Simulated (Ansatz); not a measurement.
Cost and result for the atomization energy of `CCS(C)=O` (13 atoms, 12 bonds).

Z-matrix (Å, degrees):
```
C
C 1 1.513
H 1 1.092 2 110.2
H 1 1.092 2 109.9 3 -119.4
H 1 1.091 2 112.2 3 119.9
S 2 1.817 1 113.8 3 165.5
H 2 1.093 1 111.0 3 49.8
H 2 1.094 1 113.6 3 -71.7
O 6 1.484 2 106.8 1 -44.7
C 6 1.799 2 98.2 1 65.5
H 10 1.091 6 109.9 2 61.9
H 10 1.090 6 109.9 2 -61.0
H 10 1.090 6 106.2 2 -179.5
```

Charge 0, multiplicity 1. All single points use the PBE0-D4/def2-TZVP geometry. It is one conformer, not always the lowest. Program: Ansatz. All runs use 4 threads of an Arm Neoverse V2 on a shared host. Times are those of one run each, without the atoms' runs, and a repeat can differ threefold. Electronic energies, without spin–orbit coupling; frozen cores. CCSD(T)/CBS adds CCSD(T) − MP2 in def2-TZVPP to the MP2 limit, and its time is that of the two runs behind it. T1 = 0.014. B3LYP takes the VWN-RPA correlation (the form of Gaussian; ORCA's B3LYP/G).

CCSD(T)/CBS is a level of theory with its own doubt, some kJ/mol a heavy atom from the limit and from the frozen cores, so smaller differences don't rank the functionals.

```json
{"level": "PBE-D4/def2-TZVPP (with forces)", "functions": "278", "wall time": "3.2 s"}
{"level": "PBE0-D4/def2-TZVPP", "functions": "278", "wall time": "3.6 s"}
{"level": "r2SCAN-D4/def2-TZVPP (with forces)", "functions": "278", "wall time": "5.5 s"}
{"level": "B3LYP-D4/def2-TZVPP (with forces)", "functions": "278", "wall time": "6 s"}
{"level": "B2PLYP/def2-TZVPP", "functions": "278", "wall time": "7.5 s"}
{"level": "ωB97X-V/def2-TZVPP", "functions": "278", "wall time": "9 s"}
{"level": "ωB97M-V/def2-TZVPP (with forces)", "functions": "278", "wall time": "13 s"}
{"level": "MP2/def2-QZVPP", "functions": "538", "wall time": "32 s"}
{"level": "CCSD(T)/def2-TZVPP", "functions": "278", "wall time": "4.4 min"}
{"level": "CCSD(T)/CBS(def2)", "functions": "–", "wall time": "5 min"}
```

Problem. What atomization energy does each give, and how far from CCSD(T)/CBS? (Best estimate.)

Solution. Computed: 
```tsv
level	atomization (kcal/mol)	difference from CCSD(T)/CBS	per bond
PBE-D4/def2-TZVPP (with forces)	1179.0	27.9	2.3
PBE0-D4/def2-TZVPP	1156.2	5.1	0.4
r2SCAN-D4/def2-TZVPP (with forces)	1156.5	5.4	0.4
B3LYP-D4/def2-TZVPP (with forces)	1149.7	-1.4	-0.1
B2PLYP/def2-TZVPP	1136.7	-14.4	-1.2
ωB97X-V/def2-TZVPP	1152.2	1.1	0.1
ωB97M-V/def2-TZVPP (with forces)	1153.8	2.7	0.2
MP2/def2-QZVPP	1155.5	4.4	0.4
CCSD(T)/def2-TZVPP	1119.1	-32.0	-2.7
CCSD(T)/CBS(def2)	1151.1	0.0	0.0
```

From PBE to PBE0 (25 % exact exchange), in def2-TZVPP and without D4, the atomization energy moves by −21.7 kcal/mol: exact exchange takes away binding that semilocal exchange gives to molecules. The D4 term adds +10.3 kcal/mol with B3LYP and +5.4 kcal/mol with PBE0; it sums over pairs of atoms, weighted by their polarisabilities, and B3LYP, whose exchange is more repulsive, gets the larger term. In def2-TZVPP, CCSD(T) changes the Hartree–Fock value by +295.4 kcal/mol (the triples alone add +18.1 kcal/mol) and MP2 by +312.8 kcal/mol; breaking electron pairs costs correlation energy, which Hartree–Fock lacks.
